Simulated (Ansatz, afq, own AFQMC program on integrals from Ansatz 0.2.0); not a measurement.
# BH₂+ (singlet): AFQMC on the coupled-cluster ladder at distance B1–H2 = 1.179 Å, cc-pVDZ

An exercise on one series of results from a longer session: the logs are not shown, and one member is left open.

The runs use Ansatz 0.2.0, Gaussian basis, and an in-house AFQMC program (afq) on its integrals; all values are calculated; cc-pVDZ, frozen cores.

The runs, in order: Full CI; PBE (unrestricted); r2SCAN (unrestricted); PBE0 (unrestricted); B3LYP (unrestricted); wB97M-V (unrestricted); B2PLYP (unrestricted); CCSD(T) on RHF; Full CI; CCSDT(Q) on RHF; Phaseless AFQMC, CISD trial on RHF; Phaseless AFQMC, single-determinant trial on RHF; Free-projection AFQMC, CISD trial on RHF; Free-projection AFQMC, CISD trial on RHF; UHF.

1 further run of the same task is left out (it didn't finish).

**What is computed**

The geometry derives from a PBE0/def2-TZVP stationary point (not a proven minimum). One bond is set to the value named and the two fragments are kept rigid.

3 atoms, charge 1, spin multiplicity 1.

Atoms are counted from 1 here; the program's logs count them from 0.

Bond lengths: B1–H2 1.179 Å, B1–H3 1.179 Å. Angles: H2–B1–H3 180.0°.

The first run:

in.yaml

```yaml
crystal:
  periodic: [false, false, false]
  atoms:
    - {symbol: B, position_ang: [0.000000, 0.000000, 0.000000]}
    - {symbol: H, position_ang: [0.000000, 0.000000, -1.179181]}
    - {symbol: H, position_ang: [0.000000, 0.000000, 1.179181]}
basis:
  gaussian: {orbitals: cc-pVDZ}
total_charge: 1
correlation: {method: fci, electrons: outside_noble_gas}
```

Command:

```sh
$ ansatz run in.yaml --threads 1 --pin off --events-out ev --progress --plain --max-ram 16896MiB --backend cuda --devices 0, --max-vram 18GiB
```

Steps of the session up to this table: Full CI; PBE (unrestricted); r2SCAN (unrestricted); PBE0 (unrestricted); B3LYP (unrestricted); wB97M-V (unrestricted); B2PLYP (unrestricted); CCSD(T) on RHF; CCSDT(Q) on RHF; Phaseless AFQMC, CISD trial on RHF; Phaseless AFQMC, single-determinant trial on RHF; Free-projection AFQMC, CISD trial on RHF; Free-projection AFQMC, CISD trial on RHF (settings varied); UHF.

One table of the session follows, with a row left open; its other results are not shown here.

On the RHF determinant, counted from full CI (exact for this spin and basis):

```
                                                              level  from full CI (meV)
                                                                 HF             +2016.1
                                                                MP2              +513.3
                                                               CCSD               +24.8
                                                            CCSD(T)                +7.1
                                                           CCSDT(Q)                +0.2
                                                            full CI                 0.0
              Phaseless AFQMC, CISD trial, step 0.005, 4000 walkers                +0.6
Phaseless AFQMC, single-determinant trial, step 0.005, 4000 walkers               -50.5
         Free-projection AFQMC, CISD trial, step 0.03, 4000 walkers                   ?
```

**Question.** Estimate the row for Free-projection AFQMC, CISD trial, step 0.03, 4000 walkers.

As computed: from full CI (meV): -0.2. In the column «from full CI (meV)» it lies between Phaseless AFQMC, single-determinant trial, step 0.005, 4000 walkers (-50.5) and full CI (0.0).

Caveats from the session: On RHF the phaseless walk with the CISD trial lies +0.6 meV from full CI, within three error bars.
